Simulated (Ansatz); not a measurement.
A nudged elastic band was laid between two geometries of H₅OPSi (8 atoms, charge 0, multiplicity 1).

These are results of Ansatz 0.2.0, RKS BHLYP-D4/def2-SVP, not measurements.

```yaml
movable_images: 8
climbing_image: no
spring: 5.0 eV/Å²
optimiser: quadratic models (default)
start_path: through a guess of the saddle point
force_threshold: 0.05 eV/Å
iteration_limit: 60
end_points: relaxed
```

First end point:

```xyz
8
Properties=species:S:1:pos:R:3
O -1.120 0.258 -1.458
P -0.426 1.128 -0.209
Si 0.557 -0.622 0.841
H -1.985 0.609 -1.661
H 0.774 1.553 -0.842
H 1.499 -0.077 1.849
H 1.286 -1.497 -0.104
H -0.492 -1.409 1.527
```

Last end point:

```xyz
8
Properties=species:S:1:pos:R:3
O -1.029 -0.187 -1.982
P -0.482 0.600 -0.846
Si 0.478 -0.673 0.773
H -1.387 1.433 -0.140
H 0.503 1.576 -1.148
H 1.000 0.207 1.844
H 1.573 -1.437 0.143
H -0.563 -1.577 1.300
```

(1) What changes between the two ends?

(2) What energy profile does the band end with?

(3) What is the geometry of the highest image?

The band took 11 iterations and of the order of 2.9 core-minutes.

Answers

(1) Bonds broken: O1–H4. Bonds formed: P2–H4.

(2) The run converged. The highest image is number 5 of 0 to 9, 3.01 eV above the first end and 2.49 eV above the last; the last end lies 0.52 eV above the first. Neighbouring images differ by up to 1.9 eV, so the band resolves the path poorly. No image climbed, so the highest image needn't sit at the top of the path. The orbitals stay closed-shell, which can raise the energy where a bond breaks towards radicals; this wasn't checked here.

| image | path coordinate (Å) | energy (eV) | O1–H4 (Å) | P2–H4 (Å) |
| --- | --- | --- | --- | --- |
| 0 | 0.00 | 0.00 | 0.95 | 2.19 |
| 1 | 0.34 | 0.01 | 0.95 | 2.18 |
| 2 | 0.67 | 0.15 | 0.95 | 2.04 |
| 3 | 1.01 | 0.91 | 0.98 | 1.77 |
| 4 | 1.35 | 2.83 | 1.26 | 1.52 |
| 5 | 1.68 | 3.01 | 1.64 | 1.41 |
| 6 | 2.02 | 1.54 | 2.02 | 1.40 |
| 7 | 2.36 | 0.71 | 2.33 | 1.41 |
| 8 | 2.70 | 0.54 | 2.47 | 1.42 |
| 9 | 3.03 | 0.52 | 2.48 | 1.42 |

(3) 
```xyz
8
Properties=species:S:1:pos:R:3
O -1.050 0.037 -1.868
P -0.445 0.764 -0.648
Si 0.540 -0.678 0.845
H -1.798 1.110 -0.874
H 0.638 1.670 -0.911
H 1.228 0.072 1.920
H 1.511 -1.504 0.085
H -0.531 -1.528 1.395
```

Run time: 2.9 min on 1 thread of Arm Neoverse V2, with other jobs on the host, peak memory 0.16 GiB.
